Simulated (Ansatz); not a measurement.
in.yaml

```yaml
crystal:
  periodic: [false, false, false]
  atoms:
    - {symbol: As, position_ang: [0.000000, 0.033685, 1.342836]}
    - {symbol: Se, position_ang: [0.000000, -0.036157, -1.313151]}
    - {symbol: H, position_ang: [0.000000, 0.365459, 2.863701]}
    - {symbol: H, position_ang: [0.000000, -1.468395, 1.523770]}
    - {symbol: H, position_ang: [0.000000, 1.431545, -1.332750]}
basis:
  gaussian: {orbitals: def2-SVPD}
total_charge: 1
magnetization: {spin_polarized: false, initial_magnetization: 3}
correlation: {active_space: {ras: {orbitals: [5, 3, 67], electrons: 13, max_holes: 2, max_particles: 2}, fixed_orbitals: true}}
output: {forces: true}
```

```sh
$ ansatz run in.yaml --threads 1 --pin off --events-out ev --progress --plain --max-ram 2393MiB
```

Log:

```
990 factors; integrals over basis functions are off by at most 1.1e-3 eV
mean field evaluation 1: about -126120.3382 eV, gradient 1.0e1 eV
mean field evaluation 2: about -126120.3422 eV, gradient 1.0e1 eV
mean field evaluation 4: about -126120.9212 eV, gradient 1.3e0 eV
mean field evaluation 8: about -126120.9315 eV, gradient 1.3e-3 eV
mean field -126120.93147240 eV, -4634.8587437729 hartree, gradient 2.4e-6 eV, S^2 3.750000; 0 other end points of the search recorded, 0 dependent functions left out
reference -126120.93147240 eV, -4634.8587437729 hartree; 36, 33 occupied and 67, 70 virtual orbitals, 990 factors
Error: with the densities for the forces the run needs 2.64 GiB of the host's memory, and 2.33 GiB are given
refused for memory
```

The run gave no result to rely on (out of memory).

Ran on 1 thread of Intel Xeon, shared host: 7.5 s wall, 0.23 GiB peak host memory.
